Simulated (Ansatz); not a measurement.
We consider hcp Sc, described by r²SCAN+rVV10 (Ansatz, an electronic-structure program, plane waves, PAW).

Run with plane-wave cutoff 560 eV, 18×18×10 k mesh (along the axes of the cell as run), Fermi–Dirac smearing 0.05 eV, scalar-relativistic PAW data made under PBE.

Shape and atoms are relaxed at each volume.

Pressure at four volumes; x = ln(V/24.687 Å³). One pressure is withheld.

```json
[
 {"V (Å³/atom)": "23.699", "x": "-0.0408", "P (GPa)": "2.43"},
 {"V (Å³/atom)": "24.687", "x": "0.0000", "P (GPa)": "0.00"},
 {"V (Å³/atom)": "25.180", "x": "0.0198", "P (GPa)": "-1.07"},
 {"V (Å³/atom)": "25.674", "x": "0.0392", "P (GPa)": "?"}
]
```

Q: Pass a parabola P(x) through the three rows shown, estimate the bulk modulus and its pressure derivative near zero pressure, and predict the withheld pressure.

A: Slopes between the rows: (0.00 − (2.43))/(0.0000 − (-0.0408)) = -59.56 and (-1.07 − (0.00))/(0.0198 − (0.0000)) = -54.04 GPa. Their difference over the span 0.0606 is c = 5.52/0.0606 = 91.1 GPa, so P(x) = 2.43 + (-59.56)(x − (-0.0408)) + 91.1 (x − (-0.0408))(x − (0.0000)). At the middle row B = −dP/dx = −[-59.56 + 91.1 × 0.0408] = 55.8 GPa, and B′ = dB/dP = 2c/B = 3.3. At x = 0.0392 the parabola gives -2.05 GPa; the run gives -2.06 GPa. The Birch–Murnaghan fit to the energies at all volumes has B0 = 55.8 GPa and B′ = 3.2.

Measured, for comparison: bulk modulus 55.6 GPa (zero-point energy and finite temperature contributions removed, our sources range from 44.5 to 55.6; as tabulated in doi:10.1021/acs.jctc.3c00612). Computed (rounded) less measured: bulk modulus not scored (sources differ).

Note: the bulk modulus comes from volumes at which shape and atoms were relaxed.
